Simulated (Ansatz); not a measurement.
**C2H3ClFN: how energies converge with the basis set**

Aim: see how fast density functionals converge with the basis set for C2H3ClFN.

The runs use Ansatz 0.2.0, Gaussian basis; one geometry, several basis sets.

Levels to be run: PBE0-D4/def2-SVP; ωB97M-V/def2-SVP; PBE0-D4/def2-QZVPP; ωB97M-V/def2-QZVPP; the functionals' def2-TZVPP values are taken from earlier runs.

**1. Structure used throughout**

All runs share one geometry, relaxed beforehand with PBE0-D4/def2-TZVP.

SMILES `C/N=C(\F)Cl`, 8 atoms, charge 0, spin multiplicity 1.

Atoms are counted from 1 here; the program's logs count them from 0.

Bond lengths: C1–N2 1.443 Å, C1–H6 1.092 Å, C1–H7 1.093 Å, C1–H8 1.092 Å, N2–C3 1.234 Å, C3–F4 1.335 Å, C3–Cl5 1.711 Å. Angles: N2–C1–H6 108.4°, N2–C1–H7 114.4°, N2–C1–H8 108.4°, H6–C1–H7 109.2°, H6–C1–H8 107.0°, H7–C1–H8 109.2°, C1–N2–C3 121.1°, N2–C3–F4 126.1°, N2–C3–Cl5 123.8°, F4–C3–Cl5 110.2°.

**2. PBE0-D4 in def2-SVP**

in.yaml reads:

```yaml
crystal:
  periodic: [false, false, false]
  atoms:
    - {symbol: C, position_ang: [-1.051688, 0.314709, 0.018055]}
    - {symbol: N, position_ang: [0.334903, 0.581390, -0.279020]}
    - {symbol: C, position_ang: [1.206390, -0.268195, -0.073835]}
    - {symbol: F, position_ang: [1.010681, -1.491450, 0.424998]}
    - {symbol: Cl, position_ang: [2.867495, -0.023917, -0.400857]}
    - {symbol: H, position_ang: [-1.403422, 1.068511, 0.725621]}
    - {symbol: H, position_ang: [-1.241333, -0.680223, 0.428265]}
    - {symbol: H, position_ang: [-1.630925, 0.442074, -0.898925]}
basis:
  gaussian: {orbitals: def2-SVP}
hamiltonian: {xc: pbe0, dispersion: d4}
output: {orbitals: {seedname: orbitals}}
```

Run with:

```
ansatz run in.yaml --threads 2 --pin off --events-out ev --progress --plain --max-ram 4352MiB
```

After this run come: ωB97M-V in def2-SVP; PBE0-D4 in def2-QZVPP; ωB97M-V in def2-QZVPP.

Q: Predict the results of all the runs planned. Wanted: PBE0-D4: double and triple zeta above quadruple; ωB97M-V: double and triple zeta above quadruple.

**Answer**, as computed:

| quantity | value |
| --- | --- |
| PBE0-D4: double and triple zeta above quadruple | 12.41, 0.70 eV |
| ωB97M-V: double and triple zeta above quadruple | 12.55, 0.66 eV |

What this shows: PBE0-D4 gains 11.71 eV from double to triple zeta, then 0.70 eV more. These are total energies; as a rule much of such shifts cancels in differences, which this series doesn't test. The LUMO of ωB97M-V is positive and keeps falling with the basis (2.49 to 1.98 eV): an unbound level that the basis holds in place.
